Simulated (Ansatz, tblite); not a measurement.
# The cluster Au₃S+: one state, many levels

An exercise on one series of results from a longer session: the logs are not shown, and one member is left open.

Computed with Ansatz 0.2.0, Gaussian basis. Level: as each input shows.

The runs, in order: GFN1-xTB, GFN2-xTB, PBE-D4/def2-TZVP, r2SCAN-D4/def2-TZVP, LC-ωPBE/def2-TZVP, LDA/def2-TZVP, ωB97X-V/def2-TZVP, B2PLYP/def2-TZVP, BLYP-D4/def2-TZVP, PBE+5HF/def2-TZVP, PBE+10HF/def2-TZVP, PBE+15HF/def2-TZVP, PBE+35HF/def2-TZVP, PBE+50HF/def2-TZVP, PBE-D4/def2-SVP, PBE0-D4/def2-SVP, CCSD(T)/def2-TZVP, RPA/def2-TZVP.

## The geometry

The geometry is that of the singlet, from an earlier relaxation (r2SCAN-D4/def2-SVP). At that level it is the lowest of the isomers that a small search found.

4 atoms, charge 1, spin multiplicity 1.

Bond lengths: Au1–S4 2.271 Å, Au2–S4 2.271 Å, Au3–S4 2.271 Å. Angles: Au1–S4–Au2 97.0°, Au1–S4–Au3 96.7°, Au2–S4–Au3 96.8°.

Au takes a core potential in the def2 sets. No spin-orbit coupling is included. The ion is computed in the gas phase, without counter-ions or solvent.

PBE0-D4/def2-TZVP was run before; its log isn't repeated, and its numbers join the tables.

Set-up of the first run:

Tight binding, by tblite at 300 K electronic temperature and without a spin-polarisation term:

```python
tblite.interface.Calculator('GFN1-xTB', numbers, positions, charge=1, uhf=0).singlepoint()
```

Tight binding, by tblite at 300 K electronic temperature and without a spin-polarisation term:

```python
tblite.interface.Calculator('GFN2-xTB', numbers, positions, charge=1, uhf=0).singlepoint()
```

start.molden holds the orbitals of an earlier run on this state, given as this run's starting guess.

The input, in.yaml:

```yaml
crystal:
  periodic: [false, false, false]
  atoms:
    - {symbol: Au, position_ang: [0.938388, 1.734736, 0.202895]}
    - {symbol: Au, position_ang: [-0.431225, -0.619785, -1.834348]}
    - {symbol: Au, position_ang: [-1.173607, -0.595565, 1.480272]}
    - {symbol: S, position_ang: [0.666444, -0.519376, 0.151172]}
basis:
  gaussian: {orbitals: def2-TZVP, initial_orbitals: start.molden}
total_charge: 1
hamiltonian: {xc: pbe, dispersion: d4}
scf: {omitted_lower_state_checks: [starts]}
output: {forces: true, orbitals: {seedname: orbitals}}
```

Launch:

```bash
ansatz run in.yaml --threads 4 --pin off --events-out ev --progress --plain --max-ram 3916MiB
```

Steps of the session up to this table: PBE-D4/def2-TZVP; r2SCAN-D4/def2-TZVP; LC-ωPBE/def2-TZVP; LDA/def2-TZVP; ωB97X-V/def2-TZVP; B2PLYP/def2-TZVP; BLYP-D4/def2-TZVP; PBE+5HF/def2-TZVP; PBE+10HF/def2-TZVP; PBE+15HF/def2-TZVP; PBE+35HF/def2-TZVP; PBE+50HF/def2-TZVP; PBE-D4/def2-SVP; PBE0-D4/def2-SVP; CCSD(T)/def2-TZVP; RPA/def2-TZVP.

One table of the session follows, with a row left open; its other results are not shown here.

| level | HOMO (eV) | LUMO (eV) | gap (eV) |
| --- | --- | --- | --- |
| LDA/def2-TZVP | -11.53 | -9.31 | 2.21 |
| PBE-D4/def2-SVP | -11.29 | -8.99 | 2.29 |
| PBE-D4/def2-TZVP | -11.20 | -8.92 | 2.28 |
| BLYP-D4/def2-TZVP | -11.10 | -8.92 | 2.18 |
| r2SCAN-D4/def2-TZVP | ? | ? | ? |
| PBE0-D4/def2-SVP | -12.24 | -7.90 | 4.33 |
| PBE0-D4/def2-TZVP | -12.13 | -7.83 | 4.30 |
| LC-ωPBE/def2-TZVP | -14.30 | -5.40 | 8.90 |
| ωB97X-V/def2-TZVP | -14.10 | -5.63 | 8.47 |
| PBE+5HF/def2-TZVP | -11.38 | -8.70 | 2.68 |
| PBE+10HF/def2-TZVP | -11.57 | -8.48 | 3.08 |
| PBE+15HF/def2-TZVP | -11.75 | -8.26 | 3.49 |
| PBE+35HF/def2-TZVP | -12.50 | -7.39 | 5.11 |
| PBE+50HF/def2-TZVP | -13.07 | -6.74 | 6.32 |

Q: Estimate the row for r2SCAN-D4/def2-TZVP from the others.

**Answer.** HOMO (eV): -11.33; LUMO (eV): -8.65; gap (eV): 2.69. In the column «HOMO (eV)» it lies between PBE+5HF/def2-TZVP (-11.38) and PBE-D4/def2-SVP (-11.29).
